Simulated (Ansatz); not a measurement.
# UCCSDT(Q)/STO-3G run of SiH3O (SMILES [O][SiH3])

What is the energy change on altering one bond length of SiH3O at UCCSDT(Q)/STO-3G? 

The calculation is run with Ansatz 0.2.0.

65 further runs of the same task are left out: 16 that didn't finish, 49 set aside as unsound or not needed.

### Step 1. The molecule

SiH3O: 5 atoms, total charge 0, spin state doublet. As SMILES, `[O][SiH3]`. Geometry: relaxed at GFN2-xTB.

Bond lengths: O1–Si2 1.530 Å, Si2–H3 1.490 Å, Si2–H4 1.494 Å, Si2–H5 1.496 Å. Angles: O1–Si2–H3 115.3°, O1–Si2–H4 114.5°, O1–Si2–H5 114.3°, H3–Si2–H4 104.6°, H3–Si2–H5 104.2°, H4–Si2–H5 102.6°.

### Step 2. The energy at UCCSDT(Q)/STO-3G

run.yaml reads:

```yaml
crystal:
  periodic: [false, false, false]
  atoms:
    - {symbol: O, position_ang: [-1.416610, 0.267850, 0.690210]}
    - {symbol: Si, position_ang: [-0.065850, 0.007840, 0.019870]}
    - {symbol: H, position_ang: [-0.120650, -0.242400, -1.447490]}
    - {symbol: H, position_ang: [0.685890, -1.159260, 0.572930]}
    - {symbol: H, position_ang: [0.917210, 1.125960, 0.164480]}
basis:
  gaussian:
    orbitals: STO-3G
magnetization:
  spin_polarized: true
  initial_magnetization: 1
correlation:
  method: ccsdt_q
  frozen_orbitals: {H: 0, O: 1, Si: 5}
accuracy: high
scf:
  omitted_lower_state_checks: [cluster_reference, increment]
```

Started as:

```console
$ ansatz run run.yaml --threads 1 --pin off --max-ram 2610MiB --events-out events.jsonl --progress --plain --runs-dir runs
```

The log of the run (excerpt; [...] marks lines left out):

```text
Warning: RAYON_NUM_THREADS=1 ignored (pool sized by the plan → 1); use --threads N
Functional definition: HF
  name "HF"
[...]
290 factors; integrals over basis functions are off by at most 2.8e-8 eV
[...]
mean field -9826.87252622 eV, -361.1309044450 hartree, gradient 3.8e-8 eV, S^2 0.755587; 5 other end points of the search recorded, 0 dependent functions left out
6 core orbitals not correlated: weight in the atoms' cores, before any rotation towards them, 1.000 or more for the frozen orbitals, at most 0.000 for the correlated occupied ones
reference -9826.87252622 eV, -361.1309044450 hartree; 7, 6 occupied and 4, 5 virtual orbitals, 290 factors
second order -1.45793828 eV of doubles, -0.00000000 eV of singles
cycle   1  -1.85404784 eV  change   -4.0e-1 eV  update   6.1e-2
[...]
cycle  40  -2.16800613 eV  change  -7.1e-10 eV  update  8.2e-10
perturbative correction -0.00087369 eV, -0.0000321075 hartree
Total energy: -9829.04140603 eV, -361.2106093082 hartree
Checks for a lower state left out: cluster_reference, increment
```

Run time: 1.1 s. Hardware: 1 thread of Arm Neoverse V1, shared host.

### Step 3. The distorted shape at the same level

in.yaml reads:

```yaml
crystal:
  periodic: [false, false, false]
  atoms:
    - {symbol: O, position_ang: [-1.754344, 0.332861, 0.857817]}
    - {symbol: Si, position_ang: [-0.065850, 0.007840, 0.019870]}
    - {symbol: H, position_ang: [-0.120650, -0.242400, -1.447490]}
    - {symbol: H, position_ang: [0.685890, -1.159260, 0.572930]}
    - {symbol: H, position_ang: [0.917210, 1.125960, 0.164480]}
basis:
  gaussian: {orbitals: STO-3G}
magnetization: {spin_polarized: true, initial_magnetization: 1}
correlation: {method: ccsdt_q, frozen_orbitals: {H: 0, O: 1, Si: 5}}
accuracy: high
scf: {omitted_lower_state_checks: [cluster_reference, increment]}
```

Started as:

```console
$ ansatz run in.yaml --threads 1 --pin off --max-ram 2610MiB --events-out events.jsonl --progress --plain --runs-dir runs
```

The log of the run (excerpt; [...] marks lines left out):

```text
Warning: RAYON_NUM_THREADS=1 ignored (pool sized by the plan → 1); use --threads N
Functional definition: HF
  name "HF"
[...]
290 factors; integrals over basis functions are off by at most 2.8e-8 eV
[...]
mean field -9827.17442566 eV, -361.1419990448 hartree, gradient 2.7e-8 eV, S^2 0.792610; 5 other end points of the search recorded, 0 dependent functions left out
6 core orbitals not correlated: weight in the atoms' cores, before any rotation towards them, 1.000 or more for the frozen orbitals, at most 0.000 for the correlated occupied ones
reference -9827.17442566 eV, -361.1419990448 hartree; 7, 6 occupied and 4, 5 virtual orbitals, 290 factors
second order -1.59159524 eV of doubles, -0.00000000 eV of singles
cycle   1  -2.08823052 eV  change   -5.0e-1 eV  update   7.0e-2
[...]
cycle  46  -2.50286766 eV  change  -8.7e-10 eV  update   1.2e-9
perturbative correction -0.00076301 eV, -0.0000280402 hartree
Total energy: -9829.67805633 eV, -361.2340057750 hartree
Checks for a lower state left out: cluster_reference, increment
```

It took 1.2 s on 1 thread of Arm Neoverse V1, shared host.

### Step 4. What came out

Level: UCCSDT(Q)/STO-3G, 6 core orbitals frozen.

| quantity | value |
| --- | --- |
| first shape: total energy | -361.21061 Eh |
| first shape: correlation energy (6 core orbitals frozen) | -79.7 mEh |
| first shape: ⟨S²⟩ of the reference determinant | 0.756 |
| first shape: T1 diagnostic | 0.013 |
| distorted shape: total energy | -361.23401 Eh |
| distorted shape: correlation energy (6 core orbitals frozen) | -92.0 mEh |
| distorted shape: ⟨S²⟩ of the reference determinant | 0.793 |
| distorted shape: T1 diagnostic | 0.016 |
| energy change with the O1–Si2 bond stretched from 1.530 to 1.913 Å | -0.637 eV |

**Reading.** With the O1–Si2 bond stretched from 1.530 to 1.913 Å the energy falls by 0.64 eV (61.4 kJ/mol). The first shape isn't relaxed at this level, so the change isn't measured from a minimum. The minimal basis adds a large error of its own.
